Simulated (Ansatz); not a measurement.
# SiNH3 (SMILES [N][SiH3]): UCCSDT(Q)/STO-3G

What is the vertical ionisation energy of SiNH3 at UCCSDT(Q)/STO-3G? 

The calculation is run with Ansatz 0.2.0.

51 further runs of the same task are left out: 5 that didn't finish, 46 set aside as unsound or not needed.

### Step 1. The molecule

SiNH3: 5 atoms, total charge 0, spin state triplet. SMILES: `[N][SiH3]`. Geometry: relaxed at GFN2-xTB.

Bond lengths: N1–Si2 1.655 Å, Si2–H3 1.476 Å, Si2–H4 1.476 Å, Si2–H5 1.476 Å. Angles: N1–Si2–H3 111.3°, N1–Si2–H4 111.1°, N1–Si2–H5 111.1°, H3–Si2–H4 107.7°, H3–Si2–H5 107.7°, H4–Si2–H5 107.7°.

### Step 2. A single-point energy at UCCSDT(Q)/STO-3G

Contents of in.yaml:

```yaml
crystal:
  periodic: [false, false, false]
  atoms:
    - {symbol: "N", position_ang: [-1.536630, 0.334330, 0.479510]}
    - {symbol: Si, position_ang: [0.010240, -0.002340, -0.003820]}
    - {symbol: H, position_ang: [0.064950, -0.313200, -1.445390]}
    - {symbol: H, position_ang: [0.555100, -1.162980, 0.727210]}
    - {symbol: H, position_ang: [0.906340, 1.144190, 0.242490]}
basis:
  gaussian:
    orbitals: STO-3G
magnetization:
  spin_polarized: true
  initial_magnetization: 2
correlation:
  method: ccsdt_q
  frozen_orbitals: {H: 0, "N": 1, Si: 5}
accuracy: high
scf:
  omitted_lower_state_checks: [cluster_reference, increment]
```

Started as:

```sh
$ ansatz run in.yaml --threads 1 --pin off --max-ram 2610MiB --events-out events.jsonl --progress --plain --runs-dir runs
```

The log of the run, cut to the lines that bear on the results:

```text
Warning: RAYON_NUM_THREADS=1 ignored (pool sized by the plan → 1); use --threads N
Functional definition: HF
  name "HF"
[...]
291 factors; integrals over basis functions are off by at most 1.1e-8 eV
[...]
mean field -9279.99503380 eV, -341.0335272857 hartree, gradient 7.0e-8 eV, S^2 2.013992; 0 other end points of the search recorded, 0 dependent functions left out
6 core orbitals not correlated: weight in the atoms' cores, before any rotation towards them, 1.000 or more for the frozen orbitals, at most 0.000 for the correlated occupied ones
reference -9279.99503380 eV, -341.0335272857 hartree; 7, 5 occupied and 4, 6 virtual orbitals, 291 factors
second order -1.33916035 eV of doubles, -0.00000000 eV of singles
cycle   1  -1.75176206 eV  change   -4.1e-1 eV  update   5.7e-2
[...]
cycle  26  -2.04122015 eV  change  -7.0e-11 eV  update  8.0e-10
perturbative correction -0.00047928 eV, -0.0000176133 hartree
Total energy: -9282.03673323 eV, -341.1085583558 hartree
Checks for a lower state left out: cluster_reference, increment
```

Run time: 0.72 s. Hardware: 1 thread of Arm Neoverse V1, shared host.

### Step 3. The doublet cation

Contents of input.yaml:

```yaml
crystal:
  periodic: [false, false, false]
  atoms:
    - symbol: "N"
      position_ang: [-1.536630, 0.334330, 0.479510]
    - symbol: Si
      position_ang: [0.010240, -0.002340, -0.003820]
    - symbol: H
      position_ang: [0.064950, -0.313200, -1.445390]
    - symbol: H
      position_ang: [0.555100, -1.162980, 0.727210]
    - symbol: H
      position_ang: [0.906340, 1.144190, 0.242490]
basis:
  gaussian: {orbitals: STO-3G}
total_charge: 1
magnetization: {spin_polarized: true, initial_magnetization: 1}
correlation: {method: ccsdt_q, frozen_orbitals: {H: 0, "N": 1, Si: 5}}
accuracy: high
scf: {omitted_lower_state_checks: [cluster_reference, increment]}
```

Started as:

```sh
$ ansatz run input.yaml --threads 1 --pin off --max-ram 2610MiB --events-out events.jsonl --progress --plain --runs-dir runs
```

The log of the run, cut to the lines that bear on the results:

```text
Warning: RAYON_NUM_THREADS=1 ignored (pool sized by the plan → 1); use --threads N
[... 2 set-up lines as earlier in the session ...]
[...]
291 factors; integrals over basis functions are off by at most 1.1e-8 eV
[...]
mean field -9270.82868544 eV, -340.6966701964 hartree, gradient 2.1e-8 eV, S^2 1.524271; 19 other end points of the search recorded, 0 dependent functions left out
6 core orbitals not correlated: weight in the atoms' cores, before any rotation towards them, 1.000 or more for the frozen orbitals, at most 0.000 for the correlated occupied ones
reference -9270.82868544 eV, -340.6966701964 hartree; 6, 5 occupied and 5, 6 virtual orbitals, 291 factors
second order -1.47506536 eV of doubles, -0.00000000 eV of singles
cycle   1  -1.96208815 eV  change   -4.9e-1 eV  update   8.3e-2
[...]
cycle 188  -2.45708187 eV  change  -2.4e-10 eV  update  1.1e-10
perturbative correction -0.01783295 eV, -0.0006553489 hartree
Total energy: -9273.30360026 eV, -340.7876216385 hartree
Checks for a lower state left out: cluster_reference, increment
```

Run time: 2.3 s. Hardware: 1 thread of Arm Neoverse V1, shared host.

### Step 4. Results

Level: UCCSDT(Q)/STO-3G, 6 core orbitals frozen.

| quantity | value |
| --- | --- |
| triplet SiNH3: total energy | -341.10856 Eh |
| triplet SiNH3: correlation energy (6 core orbitals frozen) | -75.0 mEh |
| triplet SiNH3: ⟨S²⟩ of the reference determinant | 2.014 |
| triplet SiNH3: T1 diagnostic | 0.009 |
| doublet cation: total energy | -340.78762 Eh |
| doublet cation: correlation energy (6 core orbitals frozen) | -91.0 mEh |
| doublet cation: ⟨S²⟩ of the reference determinant | 1.524 |
| doublet cation: T1 diagnostic | 0.156 |
| vertical ionisation energy (to the doublet cation) | 8.733 eV |

What this shows: The vertical ionisation energy comes to 8.73 eV (843 kJ/mol). In a minimal basis such a difference can be off by several eV, whatever the method. ⟨S²⟩ (doublet cation) is 1.52 where a pure doublet has 0.75: the reference is spin-contaminated. The T1 diagnostic (doublet cation) of 0.156 is above the customary mark for such species, so a single reference may not serve.
